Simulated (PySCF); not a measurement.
## Dipole moment and polarisability of ethanol

Ethanol, C₂H₆O.
Geometry (GFN2-xTB, Å), atoms numbered from 1 in this order:
```
atom  x, y, z in Å
C1     0.9186    0.0594    0.0421
C2    -0.5225   -0.4305   -0.0534
O3    -1.4159    0.5777   -0.4639
H4     1.5727   -0.7614    0.3227
H5     1.0053    0.8450    0.7918
H6     1.2437    0.4572   -0.9162
H7    -0.8375   -0.8476    0.9148
H8    -0.6073   -1.2145   -0.8089
H9    -1.3435    1.3208    0.1458
```

Level: B3LYP/def2-SVPD (PySCF), static field, nuclei fixed, core orbitals frozen in the response. The polarisability tensor in these axes (au):

```
x   35.03 -0.72  0.59
y   -0.72 33.27 -0.20
z    0.59 -0.20 30.76
```

Give the principal values, the mean and the anisotropy Δα = √{½[(α1 − α2)² + (α2 − α3)² + (α1 − α3)²]}.

Principal values 30.68, 33.02 and 35.37 au; mean 33.02 au = 4.89 Å³ = 5.44 × 10⁻⁴⁰ C²·m²/J; Δα = 4.07 au (12 % of the mean).

What is the dipole moment, and where does it point?

(1.16, 0.05, 1.29) D, 1.73 D in size, pointing from the negative to the positive side. Measured along this direction, the outermost atoms are O3 at the negative end and H5 and H4 at the positive end.

Traceless (Buckingham) quadrupole moment about the centre of nuclear charge: eigenvalues?

-4.72, -0.26, 4.98 D·Å. The values depend on the origin, since the dipole doesn't vanish. The electronic extent ⟨r²⟩ about the same centre is 195 bohr², a root-mean-square distance of 1.45 Å for the 26 electrons.

What molar refraction does this α imply?

Lorentz–Lorenz: R = (4π/3)N_A α = 2.5225 cm³/(mol·Å³) × 4.89 Å³ = 12.3 cm³/mol, in the limit of long wavelengths.

In TDDFT the mean static polarisability is Σ f/ω² over all singlet excitations (ω in hartree). How much of it do the 8 lowest give? Their energies (eV) and oscillator strengths: 6.74, 0.0100; 7.77, 0.0177; 8.15, 0.0275; 8.24, 0.0204; 8.63, 0.0549; 9.15, 0.0189; 9.35, 0.0162; 9.48, 0.0332.

They add up to 2.03 au, 6.2 % of the 33.02 au; the largest single term is 0.55 au, from the state at 8.63 eV. Terms in order: 0.16, 0.22, 0.31, 0.22, 0.55, 0.17, 0.14, 0.27 au. Higher excitations give the rest. The strengths listed sum to 0.199.

In a dilute gas of rigid molecules at 500 K, how does the orientational term μ²/3kT compare with the electronic polarisability?

In Gaussian units μ²/3kT = 14.50 Å³ against 4.89 Å³, a ratio of 2.96; the Debye molar polarisation (4π/3)N_A(α + μ²/3kT) is 48.9 cm³/mol, leaving out the vibrational part.

The structure is a single GFN2-xTB conformer in the gas phase; no vibrational or solvent corrections.
